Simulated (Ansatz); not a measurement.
# BSiP (triplet): the correlation ladder, def2-TZVPP

One table from this session's results is given with a row withheld; the runs are named, their logs left out.

Method: def2-TZVPP, core rule «outside noble gas», up to 11 orbitals frozen; program: Ansatz 0.2.0, Gaussian basis.

The runs, in order: UHF; ROHF; CCSD(T) on UHF.

2 further runs of the same task are left out: 2 set aside as unsound or not needed.

**What is computed**

The geometry is a PBE0/def2-TZVP stationary point (not a proven minimum).

3 atoms, charge 0, spin multiplicity 3.

Atoms are counted from 1 here; the program's logs count them from 0.

Bond lengths: B1–Si2 1.861 Å, Si2–P3 2.006 Å. Angles: B1–Si2–P3 180.0°.

Set-up of the first run:

Input file in.yaml:

```yaml
crystal:
  periodic: [false, false, false]
  atoms:
    - {symbol: B, position_ang: [0.000000, 0.000000, 1.909700]}
    - {symbol: Si, position_ang: [0.000000, 0.000000, 0.048400]}
    - {symbol: P, position_ang: [0.000000, 0.000000, -1.958100]}
basis:
  gaussian: {orbitals: def2-TZVPP}
magnetization: {spin_polarized: true, initial_magnetization: 2}
hamiltonian: {xc: hf}
output: {orbitals: {seedname: orbitals}}
```

The run is started by

```console
ansatz run in.yaml --threads 1 --pin off --events-out ev --progress --plain --max-ram 4096MiB --backend cpu
```

Steps of the session up to this table: UHF; ROHF; CCSD(T) on UHF.

One table of the session follows, with a row left open; its other results are not shown here.

It belongs to the step «Misses and costs». 

```
  method  from UCCSD(T) (kJ/mol)
    ROHF                  +932.7
    UMP2                       ?
   UCCSD                   +72.2
UCCSD(T)                       0
```

Estimate the missing values for UMP2.

The run gave: from UCCSD(T) (kJ/mol): +168.6. In the column «from UCCSD(T) (kJ/mol)» it lies between UCCSD (+72.2) and ROHF (+932.7).

Left out of the table: UHF (another determinant or state than the rows shown).

With the free atoms at the same levels and basis (separate runs), the atomisation energy is 5.068 eV at UCCSD(T), 2.363 eV at ROHF.

To keep in mind: The determinant is far from a pure spin state, so its energy mixes those of several spin states (harmless only where they are near-degenerate, as at dissociation). Warnings: spin contamination; coupled cluster took another determinant than the lowest.
